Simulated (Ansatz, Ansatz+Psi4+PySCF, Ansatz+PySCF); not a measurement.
```tsv
atom	x (Å)	y (Å)	z (Å)
H	0.0000	-1.2411	-1.2519
C	0.0000	-0.1587	-1.1831
C	0.0000	0.4555	0.0000
C	0.0000	-0.1587	1.1831
H	0.0000	0.4001	2.1102
H	0.0000	0.4001	-2.1102
H	0.0000	1.5438	0.0000
H	0.0000	-1.2411	1.2519
```

Basis set: cc-pVTZ (spherical functions). Left uncorrelated: 3 orbitals. Correlation on ROHF uses semicanonical orbitals with singles. Charge 0, multiplicity 2.

Computed with Ansatz (development build ahead of 0.2.0); each method stands on the lowest determinant of its kind that the runs found.

(1) Give the atomization energy at this shape (free ground-state atoms in the same class of orbitals less the molecule, no zero-point energy) of doublet C₃H₅ by ROHF-CCSD(T), ROHF-MP2, UHF-MP2, ROHF, UHF.

Results:

(1)

| method | atomization energy |
| --- | --- |
| ROHF-CCSD(T) | 32.27 eV |
| ROHF-MP2 | 32.70 eV |
| UHF-MP2 | 32.39 eV |
| ROHF | 25.19 eV |
| UHF | 25.37 eV |

Caution: the shape is not the minimum. Caution for UHF-MP2, UHF: the unrestricted determinant is spin contaminated.
